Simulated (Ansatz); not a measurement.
`NC(O)(F)S` + H–F → `NC(F)(F)S` + H₂O  (substitution at a C–O bond)

Gas-phase electronic energies from Ansatz, PBE0-D4/def2-TZVP geometries. CBS: MP2 limit from def2 TZ/QZ plus the TZ coupled-cluster correction, frozen cores. This one scheme is used for every species. DFT in def2-TZVPP. HSE06 is defined as in plane-wave codes. Each species was taken in one conformer, which may not be the lowest.

Problem. Is it downhill or uphill in electronic energy at CCSD(T)/CBS, and by how much? (An estimate is asked.)

Solution. The calculation gave: Uphill: ΔE = +11.2 kJ/mol.

Problem. What do these levels give: LDA (SPW92), r2SCAN-D4, B97M-V, PBE0-D4, r2SCANh-D4, HSE06-D4, CAM-B3LYP-D4, revPBE, r2SCANh, HF/def2-TZVPP, SCS-MP2/def2-QZVPP, HF/CBS(def2)? (An estimate is asked.)

Solution. Ansatz gave: LDA (SPW92) 9.2, r2SCAN-D4 3.0, B97M-V 1.5, PBE0-D4 7.7, r2SCANh-D4 4.1, HSE06-D4 7.6, CAM-B3LYP-D4 4.9, revPBE 1.6, r2SCANh 3.5, HF/def2-TZVPP 0.7, SCS-MP2/def2-QZVPP 11.5, HF/CBS(def2) 0.0 kJ/mol.

Largest T1 diagnostic among the species: 0.012.

In def2-TZVPP, CCSD(T) changes the Hartree–Fock value by +10.3 kJ/mol (the triples alone add +1.2 kJ/mol) and MP2 by +14.2 kJ/mol. Leaving LDA and LC-ωPBE aside and taking each functional with its dispersion term where it has one, the values, not all of them listed here, spread over 8.9 kJ/mol, from B97M-V to PBE-QIDH. LDA lies +5.4 kJ/mol from PBE without D4. The D4 term adds +3.5 kJ/mol with B3LYP and +1.8 kJ/mol with PBE0; it sums over pairs of atoms, weighted by their polarisabilities, and B3LYP, whose exchange is more repulsive, gets the larger term.

B3LYP here is the variant with VWN-RPA as its local correlation; programs differ in this.
